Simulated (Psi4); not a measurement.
Reaction (SMILES): N#N (N2) + H+ → N#[NH+]
B3LYP-D3(BJ)/def2-TZVP geometries, fixed; electronic energies without zero-point terms; positive where energy is released.

Energies in hartree at B3LYP with Psi4; the proton affinity is their sum with the coefficients shown, times 627.509 kcal/mol a hartree; the bare proton counts zero. All functions are spherical. Density fitting with the program's default auxiliary sets. No added dispersion term, no relativity.

| species | coefficient | part | cc-pVDZ | cc-pVTZ | cc-pVQZ |
|---|---|---|---|---|---|
| N#N (N2) | +1 | B3LYP | -109.53281 | -109.56841 | -109.57698 |
| N#[NH+] | -1 | B3LYP | -109.73173 | -109.76525 | -109.77322 |

Question: Predict the proton affinity in cc-pV5Z (X = 5): let each B3LYP step shrink by the ratio of the last two. Compare with the run.

Answer: 
- N#N (N2): steps -0.03560 and -0.00857, ratio 0.241, so B3LYP -109.57905 (run: -109.57982).
- N#[NH+]: steps -0.03352 and -0.00797, ratio 0.238, so B3LYP -109.77512 (run: -109.77567).
Predicted 123.0 kcal/mol; the run in cc-pV5Z gives 122.9, a miss of 0.1. Keeping the value in cc-pVQZ, 123.1, would miss by 0.2.
